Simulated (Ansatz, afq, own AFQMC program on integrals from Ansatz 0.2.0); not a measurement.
Two steps: Ansatz 0.2.0 writes the Fock matrix and Cholesky factors of the valence space, and afq projects on them the lowest state that overlaps trial and start.

```yaml
crystal:
  periodic: [false, false, false]
  atoms:
    - {symbol: H, position_ang: [0.000000, 0.000000, -1.217333]}
    - {symbol: H, position_ang: [0.000000, 0.000000, -0.156333]}
    - {symbol: Br, position_ang: [0.000000, 0.000000, 1.373667]}
basis:
  gaussian: {orbitals: cc-pVTZ}
magnetization: {spin_polarized: true, initial_magnetization: 1}
correlation: {method: ccsd_t, electrons: outside_noble_gas, hamiltonian_folder: ham}
```

```sh
$ ansatz run in.yaml --threads 1 --pin off --events-out ev --progress --plain --max-ram 16896MiB --backend cuda --devices 0, --max-vram 18GiB
```

afq runs on the folder ham with

```
--method phaseless --trial hf --walkers 4000 --populations 20 --least-time 40 --time-step 0.005 --steps-per-block 20 --equilibration-blocks 112 --max-blocks 4000 --target-error 0.0009000 --factor-cut 1e-05 --start spin_pure --seed 2120 --taylor-order 6
```

Times are imaginary, in 1/Eh. The walk had a cap of 77 s. With eight or more populations the least sampling time is a fifth of least-time, and the error comes from their spread. Filled inner d shells are frozen with the cores.

```
orbitals 57  electrons 5 4  factors 367 of 428
reference energy -2573.53410130 Eh
CCSD correlation -0.20431944 Eh in 11 cycles, weight of the determinant in the CISD state 0.9083
energy of the start -2573.535162 Eh
 block  time / (1/Eh)  mean weight  energy / Eh
     1     0.100  1.0009  -2573.583138
     2     0.200  1.0015  -2573.617559
     3     0.300  1.0014  -2573.642629
     4     0.400  1.0014  -2573.661545
     5     0.500  1.0008  -2573.676530
     7     0.700  1.0008  -2573.701241
     9     0.900  1.0007  -2573.714155
    13     1.300  1.0003  -2573.731302
    21     2.100  1.0000  -2573.740344
    29     2.900  1.0001  -2573.744889
    37     3.700  1.0000  -2573.746921
    45     4.500  1.0000  -2573.743682
    53     5.300  0.9999  -2573.748575
    61     6.100  1.0002  -2573.745794
    69     6.900  0.9998  -2573.747008
    77     7.700  1.0000  -2573.744790
    81     8.100  1.0005  -2573.752524
    85     8.500  0.9997  -2573.746571
    93     9.300  1.0002  -2573.749553
   101    10.100  0.9996  -2573.748321
   109    10.900  1.0001  -2573.747439
   117    11.700  0.9998  -2573.748150
   125    12.500  0.9999  -2573.747839
   133    13.300  1.0000  -2573.748387
   141    14.100  0.9998  -2573.747926
   149    14.900  1.0001  -2573.741657
   157    15.700  1.0001  -2573.744845
   165    16.500  1.0001  -2573.748624
   173    17.300  1.0001  -2573.745345
   181    18.100  1.0000  -2573.745226
   189    18.900  0.9999  -2573.739448
error from the spread of 20 populations
energy -2573.745672 +/- 0.000801 Eh
(rows thinned)
```

(1) Estimate how long the walk took on 1 × NVIDIA H100 80GB HBM3 with 2 threads of AMD EPYC 7R13 Processor (Zen 3) (shared host) (the card was shared).

The run passed its tests (sampling time, drift between the halves within three errors, error under three times the target), which doesn't prove that it has relaxed.

Against this walk (error 21.8 meV) on the same determinant: CCSD(T) 4.4 meV higher (within the noise), CCSDT(Q) 20.6 meV lower (within the noise), a separate phaseless walk with a CISD trial and standard settings 15.0 ± 22.0 meV lower (within the noise). The error is statistical and leaves out the bias of the constraint.

Cautions: constraint bias not in the error; no relativity below Rb; no spin-orbit coupling; inner d shell frozen.

Answers

(1) 34 s of wall time.

CCSDT and higher add their correlation energy to the determinant of the CCSD(T) run, since their own runs factorise the integrals more tightly (a shift of under 2 meV). A walk keeps the symmetry of its determinant, which the program's search chose and which needn't be the lowest solution, so a lower state of the same spin and another symmetry isn't excluded.
